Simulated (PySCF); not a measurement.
## Löwdin shares of the frontier orbitals

Species: SO₂.
Z-matrix (Å and degrees, PBE0-D3(BJ)/def2-TZVP geometry), rows numbered from 1:
```
O 
S   1  1.4312
O   2  1.4313  1  118.87
```

Computed, not measured: TDDFT CAM-B3LYP/aug-cc-pVTZ, vertical, gas phase, core orbitals frozen in the response (PySCF 2.14.0, density-fitted response routines). Isolated species at its PBE0-D3(BJ)/def2-TZVP geometry, gas phase.

Frontier orbitals with the atoms that hold most of them (Löwdin shares over 4%, at most four atoms; ? is withheld):

```tsv
orbital	ε (eV)	atoms
HOMO-3	-15.61	O1 43%, O3 43%, S2 15%
HOMO-2	-12.22	O3 41%, O1 41%, S2 17%
HOMO-1	-11.93	O3 42%, O1 42%, S2 16%
HOMO	-11.10	?
LUMO	-2.35	?
LUMO+1	0.92	S2 76%, O1 12%, O3 12%
LUMO+2	1.11	S2 91%, O1 4%, O3 4%
```

(1) Give the leading atoms of the LUMO.

(2) Which atoms hold the HOMO, and with what shares?

(3) How does S1 compare with the orbital gap of 8.75 eV?

(4) Give energy, strength and leading configuration of S1, S2, S3 and S4, and follow the Löwdin shares of the leading atoms from the occupied to the empty orbital.

Answers

(1) S2 (bonded to 2 O) 52%; O3 (bonded to S) 24%; O1 (bonded to S) 24%. By element: sulfur 52%, oxygen 48%.

(2) S2 (bonded to 2 O) 37%; O3 (bonded to S) 32%; O1 (bonded to S) 32%. By element: oxygen 63%, sulfur 37%.

(3) S1 is at 4.21 eV (f = 0.0054), 4.54 eV below the gap, made of HOMO→LUMO (99%). Without the coupling terms of the response equations the lowest excitation would equal the gap.

(4) 
- S1 (4.21 eV, f 0.0054), HOMO→LUMO (99%): S2 37% → 52%, O3 32% → 24%
- S2 (4.68 eV, f 0.0000), HOMO-1→LUMO (99%): O3 42% → 24%, O1 42% → 24%, S2 16% → 52%
- S3 (6.46 eV, f 0.065), HOMO-2→LUMO (88%): O3 41% → 24%, O1 41% → 24%, S2 17% → 52%
- S4 (8.51 eV, f 0.045), HOMO→LUMO+1 (73%): S2 37% → 76%, O3 32% → 12%, O1 32% → 12%
